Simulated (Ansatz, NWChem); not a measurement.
**From NWChem to Ansatz**

NWChem 7.3.0 runs this on doublet [P2]+:

struct.xyz:
```
2

P      0.000000     0.000000     0.000000
P      0.000000     0.000000     1.893400
```

run.py:
```python
from ase.io import read
from ase.calculators.nwchem import NWChem

atoms = read('struct.xyz')

calc = NWChem(
    label='struct',
    theory='dft',
    memory='2200 mb',
    basis='def2-TZVPPD',
    basispar='spherical bse',
    charge=1,
    dft={'xc': 'xpbe96 cpbe96', 'mult': '2', 'grid': 'fine', 'convergence': 'energy 1e-08', 'iterations': '100', 'mulliken': None},
    task='energy',
)
atoms.calc = calc

e = atoms.get_potential_energy()
print(f"E = {e:.6f} eV")
```

```bash
$ export ASE_NWCHEM_COMMAND="nwchem PREFIX.nwi > PREFIX.nwo"
$ python run.py
```

The bond length is the one measured for the parent species.

It gives a total energy of -682.014991 Eh.

Task: Write the same calculation for Ansatz 0.2.0 as an input file of the program's own.

Result: This input was run:

in.yaml:
```yaml
crystal:
  periodic: [false, false, false]
  atoms:
    - {symbol: P, position_ang: [0.000000, 0.000000, 0.000000]}
    - {symbol: P, position_ang: [0.000000, 0.000000, 1.893400]}
basis:
  gaussian:
    orbitals: def2-TZVPPD.json
total_charge: 1
magnetization:
  spin_polarized: true
  initial_magnetization: 1
hamiltonian:
  xc: {name: PBE}
accuracy: high
output: {orbitals: {seedname: orbitals}}
```

```bash
$ ansatz run in.yaml --threads 1 --pin off --max-ram 3480MiB --events-out events.jsonl --progress --plain --runs-dir runs
```

(Basis files named in the input come from the Basis Set Exchange and aren't shown.)

Its energy is -682.014991 Eh, 0.000 mEh from the first.
